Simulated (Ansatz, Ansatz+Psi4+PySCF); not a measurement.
```yaml
atoms:
  - { symbol: C, position_ang: [-0.0001, 0.5318, 0.0000] }
  - { symbol: O, position_ang: [1.1688, -0.2468, 0.0915] }
  - { symbol: O, position_ang: [-1.1688, -0.2468, -0.0915] }
  - { symbol: H, position_ang: [0.0085, 1.1626, 0.8952] }
  - { symbol: H, position_ang: [-0.0086, 1.1627, -0.8951] }
  - { symbol: H, position_ang: [-1.2197, -0.7838, 0.7075] }
  - { symbol: H, position_ang: [1.2200, -0.7836, -0.7075] }
```

Basis set: cc-pVTZ (spherical functions). Frozen core: 3 orbitals. Charge 0, multiplicity 1.

Computed with Ansatz (development build ahead of 0.2.0); each method stands on the lowest determinant of its kind that the runs found. Restricted open shells among the atoms or ions are ROHF, correlated in semicanonical orbitals with singles.

Q: Give the atomization energy at this shape (free ground-state atoms in the same class of orbitals less the molecule, no zero-point energy) of singlet CH₄O₂ by RHF-MP2, RHF.

A:

```csv
method,atomization energy
RHF-MP2,26.71 eV
RHF,18.79 eV
```
